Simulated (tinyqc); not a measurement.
Inside a calculation. Method: MP2 on RHF in the sto-6g basis, frozen core, for H2F+, spin multiplicity 1. Computed by tinyqc, a small Python program that keeps every step (integrals from PySCF). Settings: charge = 1, multiplicity = 1, basis = sto-6g, method = RHF, frozen orbitals = 1, energy threshold = 1e-10, iteration cap = 57, orthogonalisation = symmetric, start = core, DIIS depth = 6. Command: `OMP_NUM_THREADS=1 python tinyqc.py 30375 30376 out.jsonl` (the two numbers bound the seeds that draw the settings). One thread of a shared host (Intel(R) Xeon(R) Processor @ 2.60GHz), about 0.2 s of CPU time with the checks. The early iterations of the SCF are left out here.

## One-electron integrals

Geometry (angstrom):
```
atom         x          y         z
F     0.000000   0.000000  0.000000
H     0.000000   0.824000  0.462000
H     0.000000  -0.824000  0.462000
```

Basis sto-6g: exponents (1/bohr^2) and contraction coefficients of normalised primitives:
```
element  l (shell)     exponent  coefficient
F            s (1)  1728.626574     0.009164
F            s (1)   316.941790     0.049361
F            s (1)    88.668891     0.168538
F            s (1)    30.460157     0.370563
F            s (1)    11.828570     0.416492
F            s (1)     4.871659     0.130334
F            s (2)    67.032281    -0.013253
F            s (2)    13.267438    -0.046992
F            s (2)     4.123510    -0.033785
F            s (2)     1.586463     0.250242
F            s (2)     0.689002     0.595117
F            s (2)     0.315820     0.240706
F            p (3)    67.032281     0.003760
F            p (3)    13.267438     0.037679
F            p (3)     4.123510     0.173897
F            p (3)     1.586463     0.418036
F            p (3)     0.689002     0.425860
F            p (3)     0.315820     0.101708
H            s (1)    35.523221     0.009164
H            s (1)     6.513144     0.049361
H            s (1)     1.822143     0.168538
H            s (1)     0.625955     0.370563
H            s (1)     0.243077     0.416492
H            s (1)     0.100112     0.130334
```

Overlap, kinetic and nuclear-attraction integrals over the contracted functions; the nuclear repulsion is the sum of Za Zb / Rab.

nuclear repulsion = 10.40408465 hartree

overlap S, lower triangle:
```
           1F 1s     1F 2s    1F 2px     1F 2py    1F 2pz     2H 1s     3H 1s
1F 1s   1.000000
1F 2s   0.232479  1.000000
1F 2px  0.000000  0.000000  1.000000
1F 2py  0.000000  0.000000  0.000000   1.000000
1F 2pz  0.000000  0.000000  0.000000   0.000000  1.000000
2H 1s   0.047517  0.433404  0.000000   0.295231  0.165530  1.000000
3H 1s   0.047517  0.433404  0.000000  -0.295231  0.165530  0.206807  1.000000
```

kinetic energy T (hartree), lower triangle:
```
            1F 1s     1F 2s    1F 2px     1F 2py    1F 2pz      2H 1s     3H 1s
1F 1s   37.397730
1F 2s   -1.143349  1.082297
1F 2px   0.000000  0.000000  3.251325
1F 2py   0.000000  0.000000  0.000000   3.251325
1F 2pz   0.000000  0.000000  0.000000   0.000000  3.251325
2H 1s   -0.001930  0.113160  0.000000   0.216927  0.121627   0.768522
3H 1s   -0.001930  0.113160  0.000000  -0.216927  0.121627  -0.001718  0.768522
```

nuclear attraction V (hartree), lower triangle:
```
             1F 1s       1F 2s      1F 2px      1F 2py      1F 2pz      2H 1s      3H 1s
1F 1s   -78.942783
1F 2s    -8.126164  -12.588298
1F 2px    0.000000    0.000000  -12.514787
1F 2py    0.000000    0.000000    0.000000  -12.681389
1F 2pz   -0.014678   -0.167223    0.000000    0.000000  -12.567160
2H 1s    -1.904452   -4.202908    0.000000   -2.513631   -1.457096  -6.407941
3H 1s    -1.904452   -4.202908    0.000000    2.513631   -1.457096  -1.511971  -6.407941
```

core Hamiltonian H = T + V (hartree), lower triangle:
```
             1F 1s       1F 2s     1F 2px     1F 2py     1F 2pz      2H 1s      3H 1s
1F 1s   -41.545054
1F 2s    -9.269513  -11.506001
1F 2px    0.000000    0.000000  -9.263461
1F 2py    0.000000    0.000000   0.000000  -9.430064
1F 2pz   -0.014678   -0.167223   0.000000   0.000000  -9.315835
2H 1s    -1.906381   -4.089747   0.000000  -2.296703  -1.335469  -5.639418
3H 1s    -1.906381   -4.089747   0.000000   2.296703  -1.335469  -1.513689  -5.639418
```

## Two-electron integrals

Functions are numbered as in S; the eight-fold symmetry (ij|kl) = (ji|kl) = (kl|ij) leaves the list below.

Two-electron integrals (ij|kl) in chemists' order, unique and non-zero (hartree):
```
(11|11) 5.406240    (21|11) 0.768129    (21|21) 0.138909    (22|11) 1.266271
(22|21) 0.283987    (22|22) 0.926367    (31|31) 0.029452    (32|31) 0.044681
(32|32) 0.204753    (33|11) 1.266273    (33|21) 0.283987    (33|22) 0.926366
(33|33) 0.998085    (41|41) 0.029452    (42|41) 0.044681    (42|42) 0.204753
(43|43) 0.053789    (44|11) 1.266273    (44|21) 0.283987    (44|22) 0.926366
(44|33) 0.890506    (44|44) 0.998085    (51|51) 0.029452    (52|51) 0.044681
(52|52) 0.204753    (53|53) 0.053789    (54|54) 0.053789    (55|11) 1.266273
(55|21) 0.283987    (55|22) 0.926366    (55|33) 0.890506    (55|44) 0.890506
(55|55) 0.998085    (61|11) 0.167588    (61|21) 0.029040    (61|22) 0.058036
(61|33) 0.057936    (61|41) 0.001096    (61|42) 0.002138    (61|44) 0.058165
(61|51) 0.000615    (61|52) 0.001199    (61|54) 0.000129    (61|55) 0.058008
(61|61) 0.006172    (62|11) 0.403170    (62|21) 0.091677    (62|22) 0.331083
(62|33) 0.326500    (62|41) 0.005761    (62|42) 0.042464    (62|44) 0.336960
(62|51) 0.003230    (62|52) 0.023809    (62|54) 0.005864    (62|55) 0.329788
(62|61) 0.019147    (62|62) 0.143152    (63|31) 0.010448    (63|32) 0.058898
(63|43) 0.008964    (63|53) 0.005026    (63|63) 0.021600    (64|11) 0.230507
(64|21) 0.053180    (64|22) 0.205351    (64|33) 0.196454    (64|41) 0.013431
(64|42) 0.084265    (64|44) 0.221048    (64|51) 0.001672    (64|52) 0.014223
(64|54) 0.008763    (64|55) 0.198549    (64|61) 0.011622    (64|62) 0.108974
(64|64) 0.104139    (65|11) 0.129240    (65|21) 0.029817    (65|22) 0.115136
(65|33) 0.110148    (65|41) 0.001672    (65|42) 0.014223    (65|44) 0.113885
(65|51) 0.011386    (65|52) 0.066872    (65|54) 0.011059    (65|55) 0.121375
(65|61) 0.006516    (65|62) 0.061100    (65|64) 0.046278    (65|65) 0.047547
(66|11) 0.538043    (66|21) 0.124638    (66|22) 0.515518    (66|33) 0.497624
(66|41) 0.010477    (66|42) 0.105860    (66|44) 0.538465    (66|51) 0.005874
(66|52) 0.059353    (66|54) 0.022898    (66|55) 0.510463    (66|61) 0.026265
(66|62) 0.279694    (66|64) 0.247204    (66|65) 0.138602    (66|66) 0.774999
(71|11) 0.167588    (71|21) 0.029040    (71|22) 0.058036    (71|33) 0.057936
(71|41) -0.001096   (71|42) -0.002138   (71|44) 0.058165    (71|51) 0.000615
(71|52) 0.001199    (71|54) -0.000129   (71|55) 0.058008    (71|61) 0.006085
(71|62) 0.018532    (71|64) 0.010247    (71|65) 0.006303    (71|66) 0.025083
(71|71) 0.006172    (72|11) 0.403170    (72|21) 0.091677    (72|22) 0.331083
(72|33) 0.326500    (72|41) -0.005761   (72|42) -0.042464   (72|44) 0.336960
(72|51) 0.003230    (72|52) 0.023809    (72|54) -0.005864   (72|55) 0.329788
(72|61) 0.018532    (72|62) 0.116629    (72|64) 0.060843    (72|65) 0.048179
(72|66) 0.186023    (72|71) 0.019147    (72|72) 0.143152    (73|31) 0.010448
(73|32) 0.058898    (73|43) -0.008964   (73|53) 0.005026    (73|63) 0.017045
(73|73) 0.021600    (74|11) -0.230507   (74|21) -0.053180   (74|22) -0.205351
(74|33) -0.196454   (74|41) 0.013431    (74|42) 0.084265    (74|44) -0.221048
(74|51) -0.001672   (74|52) -0.014223   (74|54) 0.008763    (74|55) -0.198549
(74|61) -0.010247   (74|62) -0.060843   (74|64) -0.014996   (74|65) -0.024583
(74|66) -0.086158   (74|71) -0.011622   (74|72) -0.108974   (74|74) 0.104139
(75|11) 0.129240    (75|21) 0.029817    (75|22) 0.115136    (75|33) 0.110148
(75|41) -0.001672   (75|42) -0.014223   (75|44) 0.113885    (75|51) 0.011386
(75|52) 0.066872    (75|54) -0.011059   (75|55) 0.121375    (75|61) 0.006303
(75|62) 0.048179    (75|64) 0.024583    (75|65) 0.036703    (75|66) 0.084986
(75|71) 0.006516    (75|72) 0.061100    (75|74) -0.046278   (75|75) 0.047547
(76|11) 0.139211    (76|21) 0.031957    (76|22) 0.124700    (76|33) 0.122692
(76|44) 0.125315    (76|51) 0.001852    (76|52) 0.016126    (76|55) 0.126092
(76|61) 0.006589    (76|62) 0.052732    (76|64) 0.034884    (76|65) 0.025667
(76|66) 0.106088    (76|71) 0.006589    (76|72) 0.052732    (76|74) -0.034884
(76|75) 0.025667    (76|76) 0.023445    (77|11) 0.538043    (77|21) 0.124638
(77|22) 0.515518    (77|33) 0.497624    (77|41) -0.010477   (77|42) -0.105860
(77|44) 0.538465    (77|51) 0.005874    (77|52) 0.059353    (77|54) -0.022898
(77|55) 0.510463    (77|61) 0.025083    (77|62) 0.186023    (77|64) 0.086158
(77|65) 0.084986    (77|66) 0.317255    (77|71) 0.026265    (77|72) 0.279694
(77|74) -0.247204   (77|75) 0.138602    (77|76) 0.106088    (77|77) 0.774999
```

## Orthogonalisation

S = U s U^T; symmetric (Loewdin) form X = U s^(-1/2) U^T, so that X^T S X = 1.

eigenvalues of S: 0.412325  0.466463  0.910912  1.000000  1.069491  1.326729  1.814079

X, lower triangle:
```
            1F 1s      1F 2s    1F 2px     1F 2py     1F 2pz      2H 1s     3H 1s
1F 1s    1.022822
1F 2s   -0.135987   1.193818
1F 2px   0.000000   0.000000  1.000000
1F 2py   0.000000   0.000000  0.000000   1.094536
1F 2pz  -0.005833   0.064669  0.000000   0.000000   1.024216
2H 1s    0.018252  -0.251823  0.000000  -0.204535  -0.094614   1.155733
3H 1s    0.018252  -0.251823  0.000000   0.204535  -0.094614  -0.082078  1.155733
```

## Starting guess

The start is the orbitals of the core Hamiltonian; D = 2 C_occ C_occ^T.

D at the start, lower triangle:
```
            1F 1s      1F 2s    1F 2px     1F 2py     1F 2pz      2H 1s     3H 1s
1F 1s    2.126893
1F 2s   -0.576381   2.605063
1F 2px   0.000000   0.000000  2.000000
1F 2py   0.000000   0.000000  0.000000   2.336746
1F 2pz  -0.033533   0.206685  0.000000   0.000000   2.084671
2H 1s    0.077091  -0.335624  0.000000  -0.359419  -0.161843   0.107369
3H 1s    0.077091  -0.335624  0.000000   0.359419  -0.161843  -0.003196  0.107369
```

## Iteration 8 (converged): orbitals

converged F (hartree), lower triangle:
```
             1F 1s      1F 2s     1F 2px     1F 2py     1F 2pz      2H 1s      3H 1s
1F 1s   -26.957938
1F 2s    -6.531404  -3.530652
1F 2px    0.000000   0.000000  -1.061556
1F 2py    0.000000   0.000000   0.000000  -1.053670
1F 2pz   -0.022761  -0.121312   0.000000   0.000000  -1.048946
2H 1s    -1.343725  -1.318596   0.000000  -0.589117  -0.389244  -0.928672
3H 1s    -1.343725  -1.318596   0.000000   0.589117  -0.389244  -0.422651  -0.928672
```

Diagonalise F' = X^T F X, C = X C', fill 5 alpha and 5 beta electrons from the bottom; D = 2 C_occ C_occ^T. Each column has its largest component positive (the first on a tie).

F' = X^T F X (hartree), lower triangle:
```
            1          2          3          4          5          6          7
1  -26.538792
2   -3.211028  -2.176916
3    0.000000   0.000000  -1.061556
4    0.000000   0.000000   0.000000  -0.777099
5   -0.032959   0.037279   0.000000   0.000000  -0.970925
6   -0.220356  -0.544894   0.000000  -0.483445  -0.262757  -0.360787
7   -0.220356  -0.544894   0.000000   0.483445  -0.262757  -0.093914  -0.360787
```

orbital energies (hartree): MO1 -26.961246, MO2 -2.093774, MO3 -1.251726, MO4 -1.089759, MO5 -1.061556, MO6 0.003445, MO7 0.207754

coefficients C:
```
              MO1        MO2        MO3        MO4       MO5        MO6        MO7
1F 1s    0.997017  -0.236741   0.000000   0.059338  0.000000   0.108385   0.000000
1F 2s    0.013685   0.939611   0.000000  -0.321154  0.000000  -0.767144   0.000000
1F 2px   0.000000   0.000000   0.000000   0.000000  1.000000   0.000000   0.000000
1F 2py   0.000000   0.000000   0.734165   0.000000  0.000000   0.000000   0.861789
1F 2pz   0.001816   0.110641   0.000000   0.903371  0.000000  -0.492762   0.000000
2H 1s   -0.002785   0.082074   0.331116   0.178301  0.000000   0.781366  -0.835635
3H 1s   -0.002785   0.082074  -0.331116   0.178301  0.000000   0.781366   0.835635
```

D after iteration 8, lower triangle:
```
            1F 1s      1F 2s    1F 2px     1F 2py    1F 2pz      2H 1s     3H 1s
1F 1s    2.107222
1F 2s   -0.455713   1.972392
1F 2px   0.000000   0.000000  2.000000
1F 2py   0.000000   0.000000  0.000000   1.077996
1F 2pz   0.058441  -0.372274  0.000000   0.000000  1.656647
2H 1s   -0.023255   0.039635  0.000000   0.486187  0.340295   0.296345
3H 1s   -0.023255   0.039635  0.000000  -0.486187  0.340295  -0.142205  0.296345
```

## Convergence

Stop when the energy changes by less than 1e-10 hartree and every element of the error matrix X^T (F D S - S D F) X is below 3e-06.

Course of the cycle:
```
iteration   E (hartree)     change  largest element of the error matrix
1          -98.65275530          -                             6.63e-01
2          -99.78084488  -1.13e+00                             5.35e-02
3          -99.78419902  -3.35e-03                             6.74e-03
4          -99.78426496  -6.59e-05                             1.52e-03
5          -99.78427233  -7.37e-06                             3.48e-04
6          -99.78427250  -1.68e-07                             6.95e-05
7          -99.78427251  -4.80e-09                             1.50e-07
8          -99.78427251  -7.11e-14                             3.66e-10
```

PySCF RHF in the same basis = -99.78427251 hartree

Converged in 8 iterations.

## Populations, bond orders and dipole

Mulliken: Z minus the diagonal of D S on the atom; Loewdin: the same with S^(1/2) D S^(1/2); Mayer order: 2 sum_s sum (D(s) S)_ij (D(s) S)_ji over the two atoms.

Charges (e):
```
atom   Mulliken   Loewdin
1F    -0.034248  0.152714
2H     0.517124  0.423643
3H     0.517124  0.423643
```

Mayer bond orders:
```
pair     order
2-1   0.709462
3-1   0.709462
3-2   0.023120
```

dipole moment about the origin, x y z (debye): 0.000000  0.000000  2.642495

## Integrals over molecular orbitals

(pq|rs) = sum C_ip C_jq C_kr C_ls (ij|kl), one index at a time.

one-electron integrals over orbitals h = C^T H C (hartree), lower triangle:
```
            1          2          3          4          5          6          7
1  -41.531091
2    0.701791  -9.769153
3    0.000000   0.000000  -8.220711
4   -0.168668   0.297560   0.000000  -8.945880
5    0.000000   0.000000   0.000000   0.000000  -9.263461
6   -0.326043   1.470695   0.000000   1.155144   0.000000  -5.622384
7    0.000000   0.000000  -2.175953   0.000000   0.000000   0.000000  -6.149597
```

Two-electron integrals over orbitals (pq|rs), unique and non-zero (hartree); the lowest 1 orbital is frozen and left out:
```
(22|22) 0.862567    (32|32) 0.161665    (33|22) 0.765590    (33|33) 0.749036
(42|22) 0.010904    (42|33) -0.003559   (42|42) 0.162420    (43|32) 0.004927
(43|43) 0.046540    (44|22) 0.832013    (44|33) 0.729444    (44|42) -0.088995
(44|44) 0.931806    (52|52) 0.181260    (53|53) 0.038708    (54|52) -0.033011
(54|54) 0.056062    (55|22) 0.881959    (55|33) 0.753222    (55|42) -0.044202
(55|44) 0.853979    (55|55) 0.998085    (62|22) -0.152068   (62|33) -0.093357
(62|42) -0.035872   (62|44) -0.121023   (62|55) -0.160686   (62|62) 0.079530
(63|32) 0.030948    (63|43) 0.016051    (63|63) 0.070588    (64|22) -0.118612
(64|33) -0.069170   (64|42) -0.006944   (64|44) -0.125808   (64|55) -0.119429
(64|62) 0.058901    (64|64) 0.056670    (65|52) -0.057806   (65|54) -0.004218
(65|65) 0.028243    (66|22) 0.579339    (66|33) 0.564251    (66|42) 0.067304
(66|44) 0.539791    (66|55) 0.553643    (66|62) -0.052063   (66|64) -0.027151
(66|66) 0.547578    (72|32) 0.061885    (72|43) -0.022681   (72|63) -0.028855
(72|72) 0.055676    (73|22) 0.202318    (73|33) 0.160988    (73|42) -0.053908
(73|44) 0.209210    (73|55) 0.227007    (73|62) -0.077407   (73|64) -0.068727
(73|66) 0.020805    (73|73) 0.157494    (74|32) -0.054723   (74|43) 0.014169
(74|63) -0.036754   (74|72) -0.012101   (74|74) 0.044712    (75|53) 0.025629
(75|75) 0.020486    (76|32) -0.103811   (76|43) -0.039435   (76|63) -0.085806
(76|72) 0.005183    (76|74) 0.054621    (76|76) 0.162873    (77|22) 0.630903
(77|33) 0.632576    (77|42) 0.005212    (77|44) 0.611705    (77|55) 0.619081
(77|62) -0.052317   (77|64) -0.028909   (77|66) 0.545516    (77|73) 0.079342
(77|77) 0.592694
```

## Second-order Moller-Plesset energy

Hartree-Fock energy = -99.78427251 hartree

E2 = sum_ijab (ia|jb) [2 (ia|jb) - (ib|ja)] / (e_i + e_j - e_a - e_b) over occupied i, j and virtual a, b; the opposite-spin part is (ia|jb)^2 / denominator, the rest is same-spin, and SCS-MP2 scales them by 6/5 and 1/3.

Terms:
```
i  j  a  b    (ia|jb)    (ib|ja)  denominator       term
3  3  7  7   0.157494   0.157494    -2.918960  -0.008498
2  3  6  7  -0.077407  -0.028855    -3.556700  -0.002741
3  2  7  6  -0.077407  -0.028855    -3.556700  -0.002741
3  4  7  6  -0.068727  -0.036754    -2.552684  -0.002711
4  3  6  7  -0.068727  -0.036754    -2.552684  -0.002711
3  3  6  6   0.070588   0.070588    -2.510342  -0.001985
2  2  6  6   0.079530   0.079530    -4.194439  -0.001508
4  4  6  6   0.056670   0.056670    -2.186409  -0.001469
2  4  6  6   0.058901   0.058901    -3.190424  -0.001087
4  2  6  6   0.058901   0.058901    -3.190424  -0.001087
4  4  7  7   0.044712   0.044712    -2.595027  -0.000770
2  2  7  7   0.055676   0.055676    -4.603057  -0.000673
5  5  6  6   0.028243   0.028243    -2.130003  -0.000375
5  5  7  7   0.020486   0.020486    -2.538621  -0.000165
2  3  7  6  -0.028855  -0.077407    -3.556700   0.000160
3  2  6  7  -0.028855  -0.077407    -3.556700   0.000160
4  3  7  6  -0.036754  -0.068727    -2.552684  -0.000069
3  4  6  7  -0.036754  -0.068727    -2.552684  -0.000069
4  2  7  7  -0.012101  -0.012101    -3.599042  -0.000041
2  4  7  7  -0.012101  -0.012101    -3.599042  -0.000041
```

Pair energies (hartree; pair i-j sums ij and ji):
```
pair  opposite spin  same spin
2-2       -0.002181   0.000000
3-2       -0.003838  -0.001326
3-3       -0.010482   0.000000
4-2       -0.002256   0.000000
4-3       -0.004759  -0.000801
4-4       -0.002239   0.000000
5-5       -0.000540   0.000000
```

MP2 correlation energy = -0.02842228 hartree

SCS-MP2 correlation energy = -0.03226376 hartree

MP2 total energy = -99.81269479 hartree
